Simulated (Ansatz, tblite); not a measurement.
# Al(OH)3 (AlH3O3): charged states by level of theory

What does removing or adding an electron cost or gain for Al(OH)3 (AlH3O3)? Each charged state is run at several levels.

Method: as each input shows; program: Ansatz 0.2.0, Gaussian basis.

Levels to be run: charge +1 doublet, at the geometry of the singlet (PBE0-D4/def2-TZVP, PBE-D4/def2-TZVP, r2SCAN-D4/def2-TZVP, CCSD(T)/def2-TZVPP); charge -1 doublet, at the geometry of the singlet (PBE0-D4/def2-TZVPD, PBE-D4/def2-TZVPD, r2SCAN-D4/def2-TZVPD); the starting singlet's energies come from earlier runs.

## Step 1: The structure

The singlet was relaxed beforehand with PBE-D4/def2-TZVP.

7 atoms, charge 0, spin multiplicity 1.

Atoms are counted from 1 here; the program's logs count them from 0.

Bond lengths: Al1–O2 1.707 Å, Al1–O4 1.707 Å, Al1–O6 1.707 Å, O2–H3 0.967 Å, O4–H5 0.967 Å, O6–H7 0.967 Å. Angles: O2–Al1–O4 120.0°, O2–Al1–O6 120.0°, O4–Al1–O6 120.0°, Al1–O2–H3 120.3°, Al1–O4–H5 120.3°, Al1–O6–H7 120.4°.

## Step 2: Charge +1 doublet at the fixed geometry, first pass, PBE0-D4/def2-SVP

in.yaml

```yaml
crystal:
  periodic: [false, false, false]
  atoms:
    - {symbol: Al, position_ang: [-0.000283, -0.000075, 0.000378]}
    - {symbol: O, position_ang: [1.610733, 0.312322, 0.471476]}
    - {symbol: H, position_ang: [2.280372, -0.382895, 0.412165]}
    - {symbol: O, position_ang: [-1.175367, 1.233948, 0.107672]}
    - {symbol: H, position_ang: [-0.933173, 2.111103, 0.435153]}
    - {symbol: O, position_ang: [-0.435691, -1.545880, -0.579117]}
    - {symbol: H, position_ang: [-1.346581, -1.728524, -0.847726]}
basis:
  gaussian: {orbitals: def2-SVP}
total_charge: 1
magnetization: {spin_polarized: true, initial_magnetization: 1}
hamiltonian: {xc: pbe0, dispersion: d4}
output: {orbitals: {seedname: orbitals}}
```

The run is started by

```
ansatz run in.yaml --threads 4 --pin off --events-out ev --progress --plain --max-ram 3916MiB
```

Output:

```text
Functional definition: PBE0
  name "PBE0"
  cite "Adamo & Barone, J. Chem. Phys. 110, 6158 (1999) doi:10.1063/1.478522"
  cite "Perdew, Burke & Ernzerhof, Phys. Rev. Lett. 77, 3865 (1996) doi:10.1103/PhysRevLett.77.3865"
  parent pbe
  parameter a = 0.25
  parameter kappa = 0.804
  parameter beta = 0.06672455060314922
  exchange = (1 - a)*pbe_x(kappa = kappa, mu = beta*pi^2/3) + a*exact_x
  correlation = pbe_c(beta = beta)
701 factors; integrals over basis functions are off by at most 8.2e-4 eV
mean field evaluation 1: about -12746.4624 eV, gradient 6.9e1 eV
mean field evaluation 2: about -12709.3727 eV, gradient 1.1e2 eV
mean field evaluation 4: about -12761.7827 eV, gradient 1.8e1 eV
mean field evaluation 8: about -12763.3520 eV, gradient 3.0e0 eV
mean field evaluation 16: about -12763.5279 eV, gradient 1.9e-2 eV
mean field evaluation 32: about -12762.9742 eV, gradient 6.5e0 eV
mean field -12763.52793964 eV, -469.0510003517 hartree, gradient 1.8e-5 eV, S^2 0.761678; 6 other end points of the search recorded, 0 dependent functions left out
reference -12763.52796724 eV, -469.0510013660 hartree; 20, 19 occupied and 55, 56 virtual orbitals, 701 factors
Total energy: -12763.60025329 eV, -469.0536578293 hartree
```

Run time: 1.8 s. Hardware: 4 threads of Arm Neoverse V2, shared host.

From the report: HOMO -14.53 eV, LUMO -13.51 eV (over both spins); ⟨S²⟩ 0.762 (pure: 0.75).

## Step 3: Charge +1 doublet at the fixed geometry, PBE0-D4/def2-TZVP

start.molden holds the orbitals of an earlier run on this state, given as this run's starting guess.

Edit in.yaml of step 2 so:

```diff
@@ -11,3 +11,3 @@
 basis:
-  gaussian: {orbitals: def2-SVP}
+  gaussian: {orbitals: def2-TZVP, initial_orbitals: start.molden}
 total_charge: 1
@@ -15,2 +15,3 @@
 hamiltonian: {xc: pbe0, dispersion: d4}
+scf: {omitted_lower_state_checks: [starts]}
 output: {orbitals: {seedname: orbitals}}
```

The command is unchanged.

Output:

```text
Functional definition: PBE0
  name "PBE0"
  cite "Adamo & Barone, J. Chem. Phys. 110, 6158 (1999) doi:10.1063/1.478522"
  cite "Perdew, Burke & Ernzerhof, Phys. Rev. Lett. 77, 3865 (1996) doi:10.1103/PhysRevLett.77.3865"
  parent pbe
  parameter a = 0.25
  parameter kappa = 0.804
  parameter beta = 0.06672455060314922
  exchange = (1 - a)*pbe_x(kappa = kappa, mu = beta*pi^2/3) + a*exact_x
  correlation = pbe_c(beta = beta)
these checks for a lower state are left out or cut short: starts
864 factors; their error is unknown
mean field evaluation 1: about -12769.8066 eV, gradient 1.2e2 eV
mean field evaluation 2: about -12773.5191 eV, gradient 4.3e0 eV
mean field evaluation 4: about -12773.6216 eV, gradient 2.3e-1 eV
mean field evaluation 8: about -12773.6218 eV, gradient 2.5e-5 eV
mean field -12773.62178272 eV, -469.4219422431 hartree, gradient 9.1e-6 eV, S^2 0.762480; 0 other end points of the search recorded, 0 dependent functions left out
reference -12773.62181097 eV, -469.4219432812 hartree; 20, 19 occupied and 128, 129 virtual orbitals, 864 factors
Total energy: -12773.69409702 eV, -469.4245997445 hartree
Checks for a lower state left out: starts
```

It took 2.5 s on 4 threads of Arm Neoverse V2, shared host.

HOMO -14.64 eV, LUMO -13.60 eV (over both spins); ⟨S²⟩ 0.762 (pure: 0.75).

## Step 4: Charge +1 doublet at the fixed geometry, PBE-D4/def2-TZVP

Edit in.yaml of step 3 so:

```diff
@@ -14,3 +14,3 @@
 magnetization: {spin_polarized: true, initial_magnetization: 1}
-hamiltonian: {xc: pbe0, dispersion: d4}
+hamiltonian: {xc: pbe, dispersion: d4}
 scf: {omitted_lower_state_checks: [starts]}
```

The command is unchanged.

Output:

```text
Functional definition: PBE
  name "PBE"
  cite "Perdew, Burke & Ernzerhof, Phys. Rev. Lett. 77, 3865 (1996) doi:10.1103/PhysRevLett.77.3865"
  parent pbe
  parameter kappa = 0.804
  parameter beta = 0.06672455060314922
  exchange = pbe_x(kappa = kappa, mu = beta*pi^2/3)
  correlation = pbe_c(beta = beta)
these checks for a lower state are left out or cut short: starts
844 factors; their error is unknown
mean field evaluation 1: about -12773.6293 eV, gradient 7.4e0 eV
mean field evaluation 2: about -12773.7498 eV, gradient 2.0e-1 eV
mean field evaluation 4: about -12773.7404 eV, gradient 3.8e-3 eV
mean field evaluation 8: about -12773.7404 eV, gradient 7.3e-5 eV
mean field -12773.74044491 eV, -469.4263029983 hartree, gradient 2.8e-5 eV, S^2 0.753319; 0 other end points of the search recorded, 0 dependent functions left out
reference -12773.74048273 eV, -469.4263043881 hartree; 20, 19 occupied and 128, 129 virtual orbitals, 844 factors
Total energy: -12773.82665921 eV, -469.4294713154 hartree
Checks for a lower state left out: starts
```

Run time: 1.8 s. Hardware: 4 threads of Arm Neoverse V2, shared host.

From the report: HOMO -13.82 eV, LUMO -14.02 eV (over both spins; with the spin held, an empty level of the minority spin lies below the top filled one); ⟨S²⟩ 0.753 (pure: 0.75).

## Step 5: Charge +1 doublet at the fixed geometry, r2SCAN-D4/def2-TZVP

Edit in.yaml of step 4 so:

```diff
@@ -14,3 +14,3 @@
 magnetization: {spin_polarized: true, initial_magnetization: 1}
-hamiltonian: {xc: pbe, dispersion: d4}
+hamiltonian: {xc: r2scan, dispersion: d4}
 scf: {omitted_lower_state_checks: [starts]}
```

The command is unchanged.

Output:

```text
Functional definition: r2SCAN
  name "r2SCAN"
  cite "Furness, Kaplan, Ning, Perdew & Sun, J. Phys. Chem. Lett. 11, 8208 (2020) doi:10.1021/acs.jpclett.0c02405"
  cite "Furness, Kaplan, Ning, Perdew & Sun, J. Phys. Chem. Lett. 11, 9248 (2020) doi:10.1021/acs.jpclett.0c03077"
  parent r2scan
  parameter k0 = 0.174
  parameter k1 = 0.065
  parameter a1 = 4.9479
  exchange = r2scan_x(k0 = k0, k1 = k1, a1 = a1)
  correlation = r2scan_c
these checks for a lower state are left out or cut short: starts
844 factors; their error is unknown
mean field evaluation 1: about -12780.1075 eV, gradient 4.0e0 eV
mean field evaluation 2: about -12780.1390 eV, gradient 5.9e-2 eV
mean field evaluation 4: about -12780.1283 eV, gradient 1.1e-3 eV
mean field evaluation 8: about -12780.1283 eV, gradient 6.6e-5 eV
mean field -12780.12834130 eV, -469.6610538608 hartree, gradient 2.2e-5 eV, S^2 0.757196; 0 other end points of the search recorded, 0 dependent functions left out
reference -12780.12835412 eV, -469.6610543316 hartree; 20, 19 occupied and 128, 129 virtual orbitals, 844 factors
Total energy: -12780.14850636 eV, -469.6617949128 hartree
Checks for a lower state left out: starts
```

Wall time 4.2 s (4 threads of Arm Neoverse V2, shared host).

Report: HOMO -13.91 eV, LUMO -14.09 eV (over both spins; with the spin held, an empty level of the minority spin lies below the top filled one); ⟨S²⟩ 0.757 (pure: 0.75).

## Step 6: Charge +1 doublet at the fixed geometry, CCSD(T)/def2-TZVPP

Edit in.yaml of step 5 so:

```diff
@@ -11,7 +11,7 @@
 basis:
-  gaussian: {orbitals: def2-TZVP, initial_orbitals: start.molden}
+  gaussian: {orbitals: def2-TZVPP, initial_orbitals: start.molden}
 total_charge: 1
 magnetization: {spin_polarized: true, initial_magnetization: 1}
-hamiltonian: {xc: r2scan, dispersion: d4}
-scf: {omitted_lower_state_checks: [starts]}
+correlation: {method: ccsd_t}
+scf: {omitted_lower_state_checks: [starts, cluster_reference]}
 output: {orbitals: {seedname: orbitals}}
```

Launched as before.

Output, cut to the lines that bear on the results:

```text
Functional definition: HF
  name "HF"
  cite "Fock, Z. Phys. 61, 126 (1930) doi:10.1007/BF01340294"
  parent pbe
[...]
1099 factors; integrals over basis functions are off by at most 8.4e-4 eV
[...]
mean field -12739.40853412 eV, -468.1646285475 hartree, gradient 1.9e-6 eV, S^2 0.756187; 0 other end points of the search recorded, 0 dependent functions left out
8 core orbitals not correlated: weight in the atoms' cores, before any rotation towards them, 1.000 or more for the frozen orbitals, at most 0.000 for the correlated occupied ones
reference -12739.40853412 eV, -468.1646285475 hartree; 12, 11 occupied and 157, 158 virtual orbitals, 1099 factors
second order -20.09658191 eV of doubles, -0.00000000 eV of singles
cycle   1  -20.04868650 eV  change    4.8e-2 eV  update   1.0e-1
[...]
cycle  18  -20.62849461 eV  change   -1.9e-5 eV  update   1.5e-5
perturbative correction -0.71367819 eV, -0.0262271899 hartree
Total energy: -12760.75070692 eV, -468.9489389319 hartree
Checks for a lower state left out: starts, cluster_reference
```

It took 7.6 min on 4 threads of Arm Neoverse V2, shared host; peak memory 2 GiB.

Hartree-Fock HOMO -18.34 eV, LUMO -8.35 eV (over both spins); ⟨S²⟩ 0.756 (pure: 0.75); T1 0.040.

## Step 7: Vertical ionisation energy

Charged state less starting state, singlet to doublet; the starting state's energies are those of its earlier runs.

| method | vertical ionisation energy (eV) | from CCSD(T)/def2-TZVPP (eV) | time |
| --- | --- | --- | --- |
| HF/def2-TZVPP | 10.54 | -1.49 |  |
| PBE-D4/def2-TZVP | 10.68 | -1.35 | 2.5 s |
| r2SCAN-D4/def2-TZVP | 10.91 | -1.12 | 5.8 s |
| PBE0-D4/def2-TZVP | 11.32 | -0.71 | 3.9 s |
| MP2/def2-TZVPP | 12.36 | +0.33 |  |
| CCSD/def2-TZVPP | 11.99 | -0.04 |  |
| CCSD(T)/def2-TZVPP | 12.03 | 0 | 8 min |

Times add the two runs; a level without a time comes out of a correlated run.

Beside −ε(HOMO) of the starting state:

| level | −ε(HOMO) (eV) | by difference (eV) | mismatch (eV) |
| --- | --- | --- | --- |
| PBE-D4/def2-TZVP | 7.28 | 10.68 | -3.40 |
| r2SCAN-D4/def2-TZVP | 7.67 | 10.91 | -3.24 |
| PBE0-D4/def2-TZVP | 9.00 | 11.32 | -2.32 |

## Step 8: Charge -1 doublet at the fixed geometry, first pass, PBE0-D4/def2-SVP

Edit in.yaml of step 6 so:

```diff
@@ -11,7 +11,6 @@
 basis:
-  gaussian: {orbitals: def2-TZVPP, initial_orbitals: start.molden}
-total_charge: 1
+  gaussian: {orbitals: def2-SVP}
+total_charge: -1
 magnetization: {spin_polarized: true, initial_magnetization: 1}
-correlation: {method: ccsd_t}
-scf: {omitted_lower_state_checks: [starts, cluster_reference]}
+hamiltonian: {xc: pbe0, dispersion: d4}
 output: {orbitals: {seedname: orbitals}}
```

Launched as before.

Output:

```text
Functional definition: PBE0
  name "PBE0"
  cite "Adamo & Barone, J. Chem. Phys. 110, 6158 (1999) doi:10.1063/1.478522"
  cite "Perdew, Burke & Ernzerhof, Phys. Rev. Lett. 77, 3865 (1996) doi:10.1103/PhysRevLett.77.3865"
  parent pbe
  parameter a = 0.25
  parameter kappa = 0.804
  parameter beta = 0.06672455060314922
  exchange = (1 - a)*pbe_x(kappa = kappa, mu = beta*pi^2/3) + a*exact_x
  correlation = pbe_c(beta = beta)
701 factors; integrals over basis functions are off by at most 8.2e-4 eV
mean field evaluation 1: about -12769.1077 eV, gradient 3.3e1 eV
mean field evaluation 2: about -12763.9190 eV, gradient 5.1e1 eV
mean field evaluation 4: about -12773.0204 eV, gradient 8.3e-1 eV
mean field evaluation 8: about -12773.1913 eV, gradient 9.1e-2 eV
mean field evaluation 16: about -12773.1914 eV, gradient 3.5e-5 eV
mean field -12773.19144916 eV, -469.4061277765 hartree, gradient 3.6e-5 eV, S^2 0.752759; 0 other end points of the search recorded, 0 dependent functions left out
reference -12773.19148641 eV, -469.4061291455 hartree; 21, 20 occupied and 54, 55 virtual orbitals, 701 factors
Total energy: -12773.29182871 eV, -469.4098166569 hartree
```

It took 1.1 s on 4 threads of Arm Neoverse V2, shared host.

HOMO 3.12 eV, LUMO 5.03 eV (over both spins); ⟨S²⟩ 0.753 (pure: 0.75). Doubts: highest occupied level lies above zero.

## Step 9: Charge -1 doublet at the fixed geometry, PBE0-D4/def2-TZVPD

Edit in.yaml of step 8 so:

```diff
@@ -11,3 +11,3 @@
 basis:
-  gaussian: {orbitals: def2-SVP}
+  gaussian: {orbitals: def2-TZVPD, initial_orbitals: start.molden}
 total_charge: -1
@@ -15,2 +15,3 @@
 hamiltonian: {xc: pbe0, dispersion: d4}
+scf: {omitted_lower_state_checks: [starts]}
 output: {orbitals: {seedname: orbitals}}
```

Same command.

Output:

```text
Functional definition: PBE0
  name "PBE0"
  cite "Adamo & Barone, J. Chem. Phys. 110, 6158 (1999) doi:10.1063/1.478522"
  cite "Perdew, Burke & Ernzerhof, Phys. Rev. Lett. 77, 3865 (1996) doi:10.1103/PhysRevLett.77.3865"
  parent pbe
  parameter a = 0.25
  parameter kappa = 0.804
  parameter beta = 0.06672455060314922
  exchange = (1 - a)*pbe_x(kappa = kappa, mu = beta*pi^2/3) + a*exact_x
  correlation = pbe_c(beta = beta)
these checks for a lower state are left out or cut short: starts
999 factors; their error is unknown
mean field evaluation 1: about -12779.2624 eV, gradient 1.2e2 eV
mean field evaluation 2: about -12783.8494 eV, gradient 6.2e0 eV
mean field evaluation 4: about -12784.8063 eV, gradient 1.9e-2 eV
mean field evaluation 8: about -12784.8352 eV, gradient 9.5e-6 eV
mean field -12784.83517002 eV, -469.8340266258 hartree, gradient 9.5e-6 eV, S^2 0.751067; 0 other end points of the search recorded, 0 dependent functions left out
reference -12784.83520333 eV, -469.8340278499 hartree; 21, 20 occupied and 169, 170 virtual orbitals, 999 factors
Total energy: -12784.93554563 eV, -469.8377153613 hartree
Checks for a lower state left out: starts
```

Run time: 3.7 s. Hardware: 4 threads of Arm Neoverse V2, shared host.

HOMO 1.40 eV, LUMO 2.73 eV (over both spins); ⟨S²⟩ 0.751 (pure: 0.75). Doubts: highest occupied level lies above zero.

## Step 10: Charge -1 doublet at the fixed geometry, PBE-D4/def2-TZVPD

Edit in.yaml of step 9 so:

```diff
@@ -14,3 +14,3 @@
 magnetization: {spin_polarized: true, initial_magnetization: 1}
-hamiltonian: {xc: pbe0, dispersion: d4}
+hamiltonian: {xc: pbe, dispersion: d4}
 scf: {omitted_lower_state_checks: [starts]}
```

Same command.

Output:

```text
Functional definition: PBE
  name "PBE"
  cite "Perdew, Burke & Ernzerhof, Phys. Rev. Lett. 77, 3865 (1996) doi:10.1103/PhysRevLett.77.3865"
  parent pbe
  parameter kappa = 0.804
  parameter beta = 0.06672455060314922
  exchange = pbe_x(kappa = kappa, mu = beta*pi^2/3)
  correlation = pbe_c(beta = beta)
these checks for a lower state are left out or cut short: starts
969 factors; their error is unknown
mean field evaluation 1: about -12784.3902 eV, gradient 7.4e0 eV
mean field evaluation 2: about -12784.5027 eV, gradient 1.5e-1 eV
mean field evaluation 4: about -12784.4948 eV, gradient 3.0e-3 eV
mean field -12784.49484260 eV, -469.8215198238 hartree, gradient 5.7e-5 eV, S^2 0.751000; 0 other end points of the search recorded, 0 dependent functions left out
reference -12784.49488744 eV, -469.8215214717 hartree; 21, 20 occupied and 169, 170 virtual orbitals, 969 factors
Total energy: -12784.61428678 eV, -469.8259093165 hartree
Checks for a lower state left out: starts
```

Wall time 2.8 s (4 threads of Arm Neoverse V2, shared host).

Report: HOMO 1.73 eV, LUMO 2.17 eV (over both spins); ⟨S²⟩ 0.751 (pure: 0.75). Doubts: highest occupied level lies above zero.

## Step 11: Charge -1 doublet at the fixed geometry, r2SCAN-D4/def2-TZVPD

Edit in.yaml of step 10 so:

```diff
@@ -14,3 +14,3 @@
 magnetization: {spin_polarized: true, initial_magnetization: 1}
-hamiltonian: {xc: pbe, dispersion: d4}
+hamiltonian: {xc: r2scan, dispersion: d4}
 scf: {omitted_lower_state_checks: [starts]}
```

Same command.

Output:

```text
Functional definition: r2SCAN
  name "r2SCAN"
  cite "Furness, Kaplan, Ning, Perdew & Sun, J. Phys. Chem. Lett. 11, 8208 (2020) doi:10.1021/acs.jpclett.0c02405"
  cite "Furness, Kaplan, Ning, Perdew & Sun, J. Phys. Chem. Lett. 11, 9248 (2020) doi:10.1021/acs.jpclett.0c03077"
  parent r2scan
  parameter k0 = 0.174
  parameter k1 = 0.065
  parameter a1 = 4.9479
  exchange = r2scan_x(k0 = k0, k1 = k1, a1 = a1)
  correlation = r2scan_c
these checks for a lower state are left out or cut short: starts
969 factors; their error is unknown
mean field evaluation 1: about -12790.8961 eV, gradient 3.9e0 eV
mean field evaluation 2: about -12790.9233 eV, gradient 4.0e-2 eV
mean field evaluation 4: about -12790.9139 eV, gradient 2.3e-4 eV
mean field -12790.91394455 eV, -470.0574174694 hartree, gradient 2.9e-5 eV, S^2 0.751950; 0 other end points of the search recorded, 0 dependent functions left out
reference -12790.91397457 eV, -470.0574185724 hartree; 21, 20 occupied and 169, 170 virtual orbitals, 969 factors
Total energy: -12790.94253766 eV, -470.0584682466 hartree
Checks for a lower state left out: starts
```

Run time: 5.5 s. Hardware: 4 threads of Arm Neoverse V2, shared host.

From the report: HOMO 1.70 eV, LUMO 2.44 eV (over both spins); ⟨S²⟩ 0.752 (pure: 0.75). Doubts: highest occupied level lies above zero.

## Step 12: Vertical electron affinity

Starting state less charged state (positive: the electron is bound), singlet to doublet; the starting state's energies are those of its earlier runs.

| level | vertical electron affinity (eV) | time |
| --- | --- | --- |
| PBE-D4/def2-TZVPD | -0.03 | 4.2 s |
| r2SCAN-D4/def2-TZVPD | -0.22 | 7.9 s |
| PBE0-D4/def2-TZVPD | -0.20 | 5.3 s |

Times add the two runs; a level without a time comes out of a correlated run.

Beside −ε(LUMO) of the starting state:

| level | −ε(LUMO) (eV) | by difference (eV) | mismatch (eV) |
| --- | --- | --- | --- |
| PBE-D4/def2-TZVPD | 1.75 | -0.03 | +1.79 |
| r2SCAN-D4/def2-TZVPD | 1.20 | -0.22 | +1.42 |
| PBE0-D4/def2-TZVPD | 0.99 | -0.20 | +1.19 |

## Step 13: Results

| quantity | value |
| --- | --- |
| vertical ionisation energy, functionals in def2-TZVP | 10.68 (PBE-D4) to 11.32 eV (PBE0-D4) |
| vertical ionisation energy, CCSD(T)/def2-TZVPP | 12.03 eV |
| vertical electron affinity, functionals in def2-TZVPD | -0.22 (r2SCAN-D4) to -0.03 eV (PBE-D4) |

In words: The vertical ionisation energy spans 10.68 to 11.32 eV over the functionals, beside 12.03 eV from CCSD(T)/def2-TZVPP. −ε(HOMO) misses the level's own difference by -2.32 eV at best (PBE0-D4) and -3.40 eV at worst (PBE-D4). The reference is CCSD(T) in one finite basis, so it carries an error of its own, often a tenth of an eV or more, and near misses can't be ranked. The vertical electron affinity spans -0.22 to -0.03 eV over the functionals. A negative affinity means an unbound electron, held by the basis alone. −ε(LUMO) misses the level's own difference by +1.19 eV at best (PBE0-D4) and +1.79 eV at worst (PBE-D4).
